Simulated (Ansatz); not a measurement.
**A computed series for Si: pressure series**

Start from Si in the diamond structure (space group Fd-3m, No. 227; a = 5.4699 Å).

Cell and atoms are relaxed at each pressure.

Method: PBE, PAW, 420 eV (Ansatz, a first-principles code; without spin-orbit coupling), earlier PAW set.

```json
[
 {"pressure (GPa)": "-2", "volume per atom (Å³/atom)": "20.945"},
 {"pressure (GPa)": "0", "volume per atom (Å³/atom)": "20.457"},
 {"pressure (GPa)": "1.8", "volume per atom (Å³/atom)": "20.061"},
 {"pressure (GPa)": "4.2", "volume per atom (Å³/atom)": "?"},
 {"pressure (GPa)": "9", "volume per atom (Å³/atom)": "18.798"},
 {"pressure (GPa)": "18", "volume per atom (Å³/atom)": "17.640"},
 {"pressure (GPa)": "30", "volume per atom (Å³/atom)": "16.492"},
 {"pressure (GPa)": "45", "volume per atom (Å³/atom)": "15.417"},
 {"pressure (GPa)": "60", "volume per atom (Å³/atom)": "14.581"}
]
```

Question: Fit the third-order Birch–Murnaghan form P(V) = (3B₀/2)[(V₀/V)^(7/3) − (V₀/V)^(5/3)]·[1 + (3/4)(B₀′ − 4)((V₀/V)^(2/3) − 1)] (squares taken in P) to the rows shown and predict the withheld row.

Answer: Least squares on the printed values gives V₀ = 20.454 Å³/atom, B₀ = 91.0 GPa, B₀′ = 3.9; this predicts 19.604 Å³/atom, and the run gives 19.592 Å³/atom, 0.012 lower.

Measured bulk modulus of Si: 100.8 GPa (static lattice; corrected from measurement; as listed in Jianwei Sun et al., Physical Review B (2011)); the computed value is 10 % below it.

A case with no gap was solved on a k-mesh chosen for an insulator, which is coarse for it. Load acts through the strain it causes; cell and atoms are relaxed under it. No phonon test of stability was made. Measured, Si leaves this structure (for the β-tin structure) near 12 GPa (room temperature; as listed in arXiv:1906.07825).
